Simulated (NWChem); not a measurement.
**Correlation energy of CH2**

```
C
H 1 1.1231
H 1 1.1231 2 100.29
```
Charge 0, spin multiplicity 1.

All runs are NWChem calculations. All single points use one geometry, from B3LYP/def2-SVP, a minimum by its harmonic frequencies.

Basis set: cc-pVQZ. Each correlation energy counts from its own Hartree-Fock reference.

The correlated methods keep 1 core orbital frozen. The structure started from a generated list of species. Coupled-cluster values serve here as a point of comparison, not as the truth.

```tsv
method	correlation energy (mHa)
RI-MP2	-148.5
MP2	-148.5
SCS-MP2	___
CR-CCSD[T]	-176.9
CR-CCSD(T)	-176.8
CCSD	___
CCSD+T(CCSD)	-177.5
CCSD(T)	-177.4
```

Question: What belongs in the gaps?

Answer: 
- SCS-MP2, correlation energy (mHa): -159.7
- CCSD, correlation energy (mHa): -172.0
